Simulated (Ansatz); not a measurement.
**Worked example: HGe–NH2, triplet against HGe–NH2, singlet**

Geometry (PBE0/def2-TZVP stationary point of a singlet), kept for both states (HGe–NH2, singlet: A'; HGe–NH2, triplet: A''):

```csv
atom,x (Å),y (Å),z (Å)
Ge,0.0000,-0.0292,0.3354
N,0.0000,0.0337,-1.4792
H,0.0000,1.5671,0.4649
H,0.0000,0.8718,-2.0380
H,0.0000,-0.8031,-2.0403
```

Basis cc-pVDZ; Ansatz 0.2.0. Only valence electrons are correlated (noble-gas cores and the filled d shells of p-block atoms frozen). Prefix R: restricted or restricted open-shell reference; prefix U: unrestricted. No spin–orbit coupling is included, and no scalar relativity.

Full CI isn't at hand for all of this; UCCSDT(Q) serves as the reference, and is uncertain by about the last step of the cluster series.

```
    level  E(HGe–NH2, singlet) (hartree)  E(HGe–NH2, triplet) (hartree)
      UHF                   -2131.520643                   -2131.446535
     UMP2                   -2131.779314                   -2131.684732
 UCCSD(T)                   -2131.814992                   -2131.716744
      PBE                   -2133.132769                   -2133.032685
   r2SCAN                   -2133.471930                   -2133.378598
UCCSDT(Q)                   -2131.816522                   -2131.718084
```

Task: Give the vertical gap, HGe–NH2 triplet less HGe–NH2 singlet, at each level in eV (1 hartree = 27.2114 eV), and each error against UCCSDT(Q).

Result: UCCSDT(Q): (-2131.718084 − (-2131.816522)) × 27.2114 = 2.679 eV (the reference)
r2SCAN: (-2133.378598 − (-2133.471930)) × 27.2114 = 2.540 eV, error -0.139 eV
PBE: (-2133.032685 − (-2133.132769)) × 27.2114 = 2.723 eV, error 0.044 eV
UCCSD(T): (-2131.716744 − (-2131.814992)) × 27.2114 = 2.673 eV, error -0.006 eV
UMP2: (-2131.684732 − (-2131.779314)) × 27.2114 = 2.574 eV, error -0.105 eV
UHF: (-2131.446535 − (-2131.520643)) × 27.2114 = 2.017 eV, error -0.662 eV

Total energies of functionals can't be set beside those of wave-function methods, since they hold the core's correlation and their own absolute errors; only the differences compare.

In so small a basis the reference is far from its limit while semilocal and hybrid functionals are nearer theirs, so the functionals' errors here hold much of the reference's basis and frozen-core error, which can add to them or hide them.

Each level lands on the state that its own search finds. T1 diagnostics of restricted CCSD: 0.020 and 0.024.
